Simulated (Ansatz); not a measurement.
CdTe (zinc blende): values from a third-order Birch-Murnaghan fit to a volume scan beside measured ones. Computed values: r2SCAN (plane waves to 500 eV, PAW, scalar-relativistic; Ansatz, a quantum-chemistry and plane-wave program). CdTe was relaxed with its symmetry unable to fall. Spin-orbit coupling is left out, though Te is heavy.

| quantity | reference | kind | r2SCAN | difference |
|---|---|---|---|---|
| Lattice constant a (Å) | 6.48 | measured, room temperature or unstated | 6.558 | +1.2 % |
| Bulk modulus B₀ (GPa) | 43.7 | measured, room temperature or unstated | 40.3 | -7.9 % |
| Pressure derivative B₀′ | 3.8 | measured, room temperature or unstated | 4.6 | +22.2 % |

References as given in: M J Lucero, T M Henderson, G E Scuseria, Journal of Physics Condensed Matter (2012), arXiv:1111.4515; Elmahjoubi, A., Shoker, M. B., Pages, O. et al., (2023), arXiv:2303.01780. Values not taken to low temperature hold thermal and zero-point shifts that a static calculation lacks, so small differences there are no errors of the method.

(A scan under strain: stresses follow from slopes of the energy per volume, elastic moduli from its curvatures.)
